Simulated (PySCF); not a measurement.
How far each method lies from full CI for B₂H, quartet

Geometry: a point of a bend scan, not a stationary point.

```json
{"atom": "B", "x (Å)": "-0.6419", "y (Å)": "0.0000", "z (Å)": "0.3817"}
{"atom": "B", "x (Å)": "0.6112", "y (Å)": "0.0000", "z (Å)": "-0.4795"}
{"atom": "H", "x (Å)": "0.3292", "y (Å)": "0.0000", "z (Å)": "1.0491"}
```

Basis 6-31G; PySCF 2.14.0. Only valence electrons are correlated (noble-gas cores frozen), which leaves 7 electrons in 18 orbitals. R marks a restricted (for open shells ROHF) determinant, U an unrestricted one.

Full CI is exact within this basis and frozen core; it isn't the basis-set limit. The frozen core follows each run's orbitals, which can shift R against U totals by a few meV.

```
UHF ⟨S²⟩                          : 3.765
T1 diagnostic (ROHF- or RHF-based CCSD)             : 0.0363
largest doubles amplitude (ROHF- or RHF-based CCSD) : 0.056
T1 diagnostic (UCCSD)             : 0.0272
```

```json
{"level": "UHF", "E − E(RHF) (eV)": "-0.0824"}
{"level": "RMP2", "E − E(RHF) (eV)": "-1.9048"}
{"level": "UMP2", "E − E(RHF) (eV)": "-1.9343"}
{"level": "RCCSD", "E − E(RHF) (eV)": "-2.5143"}
{"level": "UCCSD", "E − E(RHF) (eV)": "-2.5163"}
{"level": "RCCSD(T)", "E − E(RHF) (eV)": "-2.5950"}
{"level": "UCCSD(T)", "E − E(RHF) (eV)": "-2.5951"}
```

Estimate how far full CI in 6-31G lies from RCCSD(T). The table doesn't fix it; the size of (T) and the diagnostics are the guide.

Full CI in 6-31G lies 2.8 kJ/mol below RCCSD(T), which is 36 % of the (T) step (-7.8 kJ/mol). T1 is raised, and the rest is a large part of (T).

The other levels:

```json
{"level": "RCCSDT", "E − E(full CI) (kJ/mol)": "0.5", "share of correlation (%)": "99.81", "wall time": "4.3 s"}
{"level": "UCCSDT", "E − E(full CI) (kJ/mol)": "0.4", "share of correlation (%)": "99.82", "wall time": "4 s"}
```

The correlation energy at full CI, counted from RHF, is -2.624 eV. The search over symmetries took 20 s on 1 thread of Intel Xeon, shared host; the state has 658,896 determinants.

Times are those of the correlated step on a shared host, with one SCF added for the restricted CCSD run; they ran on 1 thread of Intel Xeon.

The full-CI state has the irrep A'' of Cs, in the program's axes.

Natural occupations of full CI about the gap: 1.966 1.922 0.999 0.990 0.979 0.048 0.034 0.024 0.014 0.006; effectively unpaired electrons, Σ n²(2−n)², 3.04.
